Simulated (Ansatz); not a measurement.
# Multireference treatment of H2S, singlet

Program: Ansatz, Gaussian basis, development build. Basis cc-pV(T+d)Z on S, cc-pVTZ on H, nonrelativistic, no frozen core. State-specific CASSCF; RHF is the lowest restricted (open-shell) Hartree–Fock solution met. Solutions may break the symmetry of the shape. Lower solutions, or ones in other orbitals, may exist.

Geometry. A bond is stretched, to 1.38 times the sum of the covalent radii.

```xyz
3

S     0.0000    0.0000    0.1021
H     0.0000    1.3640   -1.1848
H     0.0000   -0.9743   -0.8171
```

(1) What do CASSCF and its corrections give against RHF in CAS(8,6), and what are the occupations?

Results:

(1) CASSCF -1.476 eV, SC-NEVPT2 -8.007 eV; occupations 2.00, 2.00, 1.98, 1.89, 0.11, 0.03.
